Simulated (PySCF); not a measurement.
## The first ionisation energy along the alkaline earths

Calculated with PySCF 2.14 from differences of total energies of unrestricted determinants, without spin-orbit coupling. Values in eV. The last column holds reference values (NIST; (s) semi-empirical, (t) theoretical, else measured). Unmarked ones compare directly (S terms, centres of terms, or small fine structure); those marked * lie between the lowest fine-structure levels and include a spin-orbit shift.

| element | configurations | MP2 (valence) | SCS-MP2 (valence) | CCSD(T) (valence) | FCI (valence) | LDA | MP2 (valence and next inner shell) | reference |
| --- | --- | --- | --- | --- | --- | --- | --- | --- |
| Be (x2c-QZVPPall with one added diffuse shell each of s, p type, spin-free X2C) | [He] 2s2 → [He] 2s1 | 8.819 | 8.974 | 9.292 | 9.292 | 9.027 | 8.841 | 9.323 |
| Mg (x2c-QZVPPall with one added diffuse shell each of s, p, d, f type, spin-free X2C) | [Ne] 3s2 → [Ne] 3s1 | 7.258 | 7.387 | 7.535 | 7.535 | 7.733 | 7.389 | 7.646 |
| Ca (x2c-QZVPPall with one added diffuse shell each of s, p, d, f type, spin-free X2C) | [Ar] 4s2 → [Ar] 4s1 | 5.690 | 5.801 | 5.917 | 5.917 | 6.232 | 5.967 | 6.113 |

```csv
method,elements,mean error (eV),mean absolute error (eV),largest error (eV)
MP2 (valence),3,-0.438,0.438,-0.503
SCS-MP2 (valence),3,-0.307,0.307,-0.348
CCSD(T) (valence),3,-0.113,0.113,-0.196
FCI (valence),3,-0.113,0.113,-0.196
LDA,3,-0.030,0.167,-0.295
MP2 (valence and next inner shell),3,-0.295,0.295,-0.482
```

Errors include the incompleteness of the basis and the frozen core.

"Valence" correlates the outer s and p shells and, in groups 3 to 12 and the f block, the outer d or f shell, open or full, or the next shell where the ion has no valence electron left; the wider scheme adds the next inner shell.
